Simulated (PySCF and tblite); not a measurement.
The numbers below are computed, except where a source is named.
## Conformer ensemble of C₅H₈, numbered as in [CH2:1]=[CH:2][CH:3]1[CH2:4][CH2:5]1

Search: ETKDG and KDG, MMFF94s, GFN2-xTB, 90 starts; geometries at PBE0-D3(BJ)/def2-SVP. Weights use PBE0-D3(BJ)/def2-TZVP (IEF-PCM, chloroform) energies plus GFN2-xTB zero-point and thermal terms (modes under about 100 cm⁻¹ blended into free rotors). Symmetry numbers and mirror images are counted. Conformers within 3 kcal/mol (GFN2-xTB free energy) were kept, 8 at most. GIAO shieldings: wB97X-D/pcSseg-1 (IEF-PCM, chloroform). Couplings: B3LYP/pcJ-1 (gas phase; spin-dipole term only for pairs with B, N, F, Si or P). TDDFT excitations: wB97X-D/def2-SVPD (IEF-PCM, chloroform). Couplings are for ¹³C, ¹H. Shifts are against TMS (¹H), TMS (¹³C) at the same level; of two unlike H on one atom, a is the less shielded. Programs: PySCF with density fitting and tblite.

Torsions listed: C1–C2–C3–C4.

| conformer | shape | symmetry | E(GFN2) kcal/mol | E(DFT) kcal/mol | G(298.15 K) kcal/mol | weight % | dipole D |
| --- | --- | --- | --- | --- | --- | --- | --- |
| 1 | 146° | Cs | 0.00 | 0.00 | 0.00 | 97.9 | 0.77 |
| 2 | -35° | Cs | 1.35 | 2.17 | 2.27 | 2.1 | 0.71 |

Weights (%) against temperature:

```tsv
T (K)	1	2	S(mix) cal/mol/K
200	99.7	0.3	0.04
250	99.0	1.0	0.11
298.15	97.9	2.1	0.20
350	96.4	3.6	0.31
400	94.6	5.4	0.42
```

Averaged shifts at 298.15 K. ¹H: 5.49 (H1a, 1H), 5.35 (H2, 1H), 5.25 (H1b, 1H), 1.24 (H3, 1H), 0.79 (H4a/H5a, 2H), 0.39 (H4b/H5b, 2H) ppm. ¹³C: 154.9 (C2), 119.7 (C1), 17.4 (C3), 9.1 (C4/C5) ppm.

Averaged couplings (Hz): ¹J(C1,C2) 77.8, ¹J(C1,H1b) 169.8, ¹J(C1,H1a) 164.2, ²J(C1,H2) 0.2, ³J(C1,H3) 5.1, ¹J(C2,C3) 58.2, ²J(H1b,C2) -0.4, ²J(H1a,C2) -1.4, ¹J(C2,H2) 157.7, ²J(C2,H3) 1.7, ³J(C2,H4b) 6.3, ³J(C2,H4a) 3.1, ¹J(C3,C4) 14.3, ³J(H1b,C3) 14.9, ³J(H1a,C3) 8.9, ²J(H2,C3) 3.9, ¹J(C3,H3) 165.8, ²J(C3,H4b) -2.2, ²J(C3,H4a) -1.6, ¹J(C4,C5) 15.4, ⁴J(H1b,C4) -1.2, ⁴J(H1a,C4) -1.4, ³J(H2,C4) 2.8, ²J(H3,C4) -1.0, ¹J(C4,H4b) 168.7, ¹J(C4,H4a) 170.4, ²J(C4,H5a) -2.2, ²J(C4,H5b) -1.7, ²J(H1b,H1a) 1.9, ³J(H1b,H2) 11.5, ³J(H1a,H2) 18.0, ³J(H2,H3) 10.8, ³J(H3,H4b) 5.3, ³J(H3,H4a) 9.3, ²J(H4b,H4a) -5.4, ³J(H4b,H5a) 7.0, ³J(H4b,H5b) 10.6, ³J(H4a,H5a) 10.1.

Coordinates of conformer 1 (Å):

```xyz
13

C     2.266   -0.213   -0.088
C     0.969   -0.405   -0.340
C    -0.141    0.336    0.284
C    -1.384    0.639   -0.517
C    -1.442   -0.372    0.578
H     3.037   -0.803   -0.590
H     2.602    0.541    0.630
H     0.674   -1.173   -1.068
H     0.167    1.099    1.006
H    -1.415    0.285   -1.552
H    -1.863    1.609   -0.362
H    -1.961   -0.114    1.505
H    -1.512   -1.429    0.305
```

Coordinates of conformer 2 (Å):

```xyz
13

C     1.907    0.034   -0.205
C     0.962    0.654   -0.916
C    -0.503    0.436   -0.826
C    -1.069   -0.934   -0.537
C    -1.162    0.132    0.499
H     2.965    0.268   -0.347
H     1.671   -0.730    0.544
H     1.276    1.407   -1.649
H    -1.089    1.052   -1.512
H    -0.344   -1.740   -0.390
H    -1.978   -1.234   -1.065
H    -2.137    0.584    0.702
H    -0.501    0.071    1.368
```

Shifts are unscaled: against experiment ¹³C can be off by 15 ppm or more and ¹H by 0.8 ppm.

Search and properties took 93 s on 1 thread of Arm Neoverse V2 (shared host) (rough), launched as `OMP_NUM_THREADS=1 python ens_run.py task.json out`.
